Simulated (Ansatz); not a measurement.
`C=C(F)CF` → 3 C• + 2 F• + 4 H•  (atomization)

Computed with Ansatz on PBE0-D4/def2-TZVP structures; ΔE is electronic, products minus reactants. CBS: MP2 limit from def2 TZ/QZ plus the TZ coupled-cluster correction, frozen cores. This one scheme is used for every species, atoms too. DFT in def2-TZVPP. B3LYP here is the variant with VWN-RPA as its local correlation; programs differ in this. No spin–orbit coupling; open shells (•) take unrestricted orbitals. Spin–orbit coupling would lower the free atoms: a little for C, F. Each species was taken in one conformer, which may not be the lowest.

```
             level  ΔE (kcal/mol)  difference from CCSD(T)/CBS
       LDA (SPW92)         1027.2                        151.4
            PBE-D4          908.1                         32.3
          B3LYP-D4          877.0                          1.2
           ωB97X-V          878.0                          2.2
            B2PLYP          869.6                         -6.2
          PBE-QIDH          873.6                         -2.2
              PBE0          881.7                          5.9
             B3LYP          872.1                         -3.7
             BHLYP          839.8                        -36.0
         CAM-B3LYP          880.5                          4.7
           LC-ωPBE          880.5                          4.7
       HF/def2-SVP          644.3                       -231.5
    MP2/def2-TZVPP          876.4                          0.6
     HF/def2-QZVPP          634.7                       -241.1
SCS-MP2/def2-QZVPP          879.0                          3.2
     MP2/CBS(def2)          898.0                         22.2
       CCSD(T)/CBS          875.8                            0
```

Task: What do rigid-rotor, harmonic-oscillator terms from PBE0-D4/def2-TZVP frequencies (298.15 K, 1 bar) make of the CCSD(T)/CBS value? (Estimate.)

Result: Computed: ΔZPE = -41.1 kcal/mol, ΔH = +844.3 kcal/mol, ΔS = 951 J/(mol·K), ΔG = +776.5 kcal/mol. Open shells count their whole term as degenerate.

Largest T1 diagnostic among the species: 0.012.

From PBE to PBE0 (25 % exact exchange), in def2-TZVPP and without D4, ΔE moves by −23.3 kcal/mol: exact exchange takes away binding that semilocal exchange gives to molecules. The D4 term adds +5.0 kcal/mol with B3LYP and +2.6 kcal/mol with PBE0; it sums over pairs of atoms, weighted by their polarisabilities, and B3LYP, whose exchange is more repulsive, gets the larger term. In def2-TZVPP, CCSD(T) changes the Hartree–Fock value by +220.4 kcal/mol (the triples alone add +14.9 kcal/mol) and MP2 by +242.7 kcal/mol; breaking electron pairs costs correlation energy, which Hartree–Fock lacks.

For atomizations the MP2-based limit and the directly extrapolated one differ by several kJ/mol either way, and by 10 to 25 for some Ge, Se and Sn compounds, so smaller differences from it don't rank the levels.
